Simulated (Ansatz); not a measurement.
Input for Ansatz (a quantum-chemistry and plane-wave program): U-SVWN5/def2-TZVPPD on OH (SMILES [OH]), 2S+1 = 2. Files ending in .json are basis or fitting sets from the Basis Set Exchange.

Ansatz 0.2 input:
```yaml
crystal:
  periodic: [false, false, false]
  atoms:
    - {symbol: O, position_ang: [0.00000000, 0.00000000, 0.00000000]}
    - {symbol: H, position_ang: [0.96889819, 0.00000000, 0.00000000]}
basis:
  gaussian:
    orbitals: def2-TZVPPD.json
hamiltonian:
  xc: {name: SVWN5}
magnetization: {spin_polarized: true, initial_magnetization: 1}
```

The head of its log:

```
WARN ansatz: RAYON_NUM_THREADS=2 ignored (pool sized by the plan → 2); use --threads N
Functional definition: SVWN5
integrals: 0.00 GiB planned
243 factors; their error is unknown
mean field: 0.10 GiB planned
mean field evaluation 1: about -2044.5602 eV, gradient 2.3e1 eV
mean field evaluation 2: about -2039.9614 eV, gradient 4.3e1 eV
```

Task: Give the final energy of this run.

Result: -75.2024 hartree.
